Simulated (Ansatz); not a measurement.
Results of PBEsol (PAW; Ansatz, a first-principles code) for hcp Zn.

A relaxed, unreconstructed slab of the (11-20) face has 20 atoms, two equal faces of 21.869 Å² each and an energy of -65614.8669 eV. A bulk cell of 4 atoms with the same orientation and in-plane k mesh has -13123.6295 eV. Energies are extrapolated to zero smearing.

Run with plane-wave cutoff 500 eV, 12×12×1 k mesh (along the axes of the cell as run), Fermi–Dirac smearing 0.1 eV, scalar-relativistic PAW data made under PBE.

Worked out: γ = (E_slab − N E_bulk per atom)/2A = [-65614.8669 − 20 × (-13123.6295/4)]/(2 × 21.869) = 0.0750 eV/Å². With 16.022 J/m² per eV/Å² this is 1.20 J/m², or 1.64 eV per surface cell and face.
